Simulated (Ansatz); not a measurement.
Basis-set series for C2H5ClNOP, SMILES `OP/N=C/CCl`. The species carries charge 0 and has multiplicity 1. All single points use the PBE0-D4/def2-TZVP geometry. It is one conformer, not always the lowest.

```json
{"functional": "PBE0-D4", "basis": "def2-SVP", "functions": "117", "energy (Eh)": "-1009.81617", "HOMO (eV)": "-6.82", "LUMO (eV)": "-1.06"}
{"functional": "PBE0-D4", "basis": "def2-TZVPP", "functions": "278", "energy (Eh)": "-1010.35107", "HOMO (eV)": "-6.92", "LUMO (eV)": "-1.29"}
{"functional": "ωB97M-V", "basis": "def2-SVP", "functions": "117", "energy (Eh)": "-1010.20355", "HOMO (eV)": "-8.98", "LUMO (eV)": "1.24"}
{"functional": "ωB97M-V", "basis": "def2-TZVPP", "functions": "278", "energy (Eh)": "-1010.74503", "HOMO (eV)": "-9.11", "LUMO (eV)": "0.92"}
```

Question: Give the rows for def2-QZVPP. (Best estimate.)

Answer: Computed: 
| functional | basis | functions | energy (Eh) | HOMO (eV) | LUMO (eV) |
| --- | --- | --- | --- | --- | --- |
| PBE0-D4 | def2-QZVPP | 518 | -1010.38779 | -6.97 | -1.37 |
| ωB97M-V | def2-QZVPP | 518 | -1010.78003 | -9.15 | 0.78 |

Positive LUMOs are unbound and depend on the basis.
